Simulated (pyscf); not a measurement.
A first-order saddle from PySCF, ωB97X-D3(BJ)/def2-SVP:

```xyz
11

C     -1.2712    -0.7710     0.8528
C      0.1250    -0.6342     0.6967
Si     0.9250    -0.5921    -0.9477
H     -1.7035    -0.1067     1.7382
H     -1.8992    -1.6610     1.0203
H      0.6936    -0.4183     1.6073
H      2.1085    -1.5049    -1.0547
H     -0.0986    -1.0200    -1.9622
H      1.4203     0.7544    -1.4012
H     -1.8836    -0.3376    -0.0749
H     -2.3190     0.2941     0.8075
```
Charge 0, spin multiplicity 1.

Surface: singlet, charge 0. Lowest wavenumbers (cm⁻¹): 1636i, 80, 240, 276, 624.

Task: What reaction is this the transition state of?

Result: H₂C=CH–SiH₃ (SMILES C=C[SiH3]) + H₂ (SMILES [H][H]) ⇌ H₂C=CH–SiH₃ (SMILES C=C[SiH3]) + H₂ (SMILES [H][H]), a four-centre exchange read from left to right: C–H, H–H broken and C–H, H–H formed. At ωB97M-D3(BJ)/def2-TZVP it lies +4.03 eV from the left side and +4.03 eV from the right (each side as separated species at their lowest minima found). The same reactants have a lower exit, to H₃C–CH=SiH₂ + H₂ (barrier +2.28 eV at ωB97M-D3(BJ)/def2-TZVP, against +4.03 eV here). Another saddle between the same species, by other bonds, lies lower (2.83 eV against 4.03 eV at ωB97M-D3(BJ)/def2-TZVP).
